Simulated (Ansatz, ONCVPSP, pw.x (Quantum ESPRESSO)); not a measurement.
## O: one change to the ONCV potential, in the atom and in the fcc crystal

ONCVPSP 4.0.1.1 (patched build) input, shortened (lines: element, Z, core and valence counts, functional; n l f; lmax; l rc ep ncon nbas qcut; lloc lpopt rc5 dvloc0; l nproj debl; icmod fcfact rcfact), LDA (Perdew-Wang 92), scalar-relativistic:

```
  O 8.00    1    2  -001012      upf
    1    0    2.00
    2    0    1.00
    2    1    5.00
    2
    0    0.65    0.00    3    7    9.70
    1    1.70    0.00    4    8    7.10
    2    1.60    0.27    3    6    6.30
    4    4    0.60    0.00
    0    1    3.90
    1    2    0.70
    2    1    3.30
    3    4.25    1.10
```

Change: s: qcut 11.8; p: qcut 8.6; d: qcut 7.7.

Cutoffs, loose and tight: the cutoffs (Ha) at which the residual kinetic energy of the hardest occupied pseudo-wave falls to 1 and 0.1 mHa per electron. They do not see the model core or the augmentation charge, which bear on the density cutoff. Test errors are all-electron minus pseudo excitation energies from the reference, over the configurations 2s2 2p4; 2s2 2p3; 2s2 2p2; 2s2 2p1; variants that change the core or the reference have their own tests.

Crystal test: fcc O in pw.x 7.5, no spin, 18³ k-points, Fermi–Dirac smearing 0.01 Ry, cutoffs set for each file from its atomic test. The reference is all-electron LAPW (Ansatz 0.2.0) with the same functional, mesh and smearing; V0 and B0 come from Birch–Murnaghan fits to the pressures at five volumes. Errors are pseudo minus all-electron; Δ is the rms difference of the E(V) curves that follow from these fits, minima aligned, over ±6 % about the mean V0. Mesh and smearing are coarse, so the numbers serve the comparison and aren't converged zero-temperature values; the lattice is a test structure that the element need not adopt. Spin polarisation is left out.

All-electron: a0 = 3.070 Å (V0 = 7.23 Å³/atom), B0 = 194.3 GPa.

Does the change bring the crystal closer to the all-electron result?

The mean pressure error goes from +2.09 to +1.49 GPa, so the change moves the solid closer to the all-electron pressures.

| quantity | base | changed |
| --- | --- | --- |
| outcome (atom) | generated | generated |
| cutoff, loose (atom) | 41 Ha | 43 Ha |
| cutoff, tight (atom) | 72 Ha | 55 Ha |
| bound ghosts (atom) | none | none |
| largest test error (meV) (atom) | +2528 | +1875 |
| cutoffs in pw.x (Ry) | 170/680 | 130/520 |
| a0 (Å) | 3.080 | 3.077 |
| a0 error (%) | +0.35 | +0.25 |
| B0 error (%) | -1.4 | -0.9 |
| Δ (meV/atom) | 3.2 | 2.3 |
| mean pressure error (GPa) | +2.09 | +1.49 |
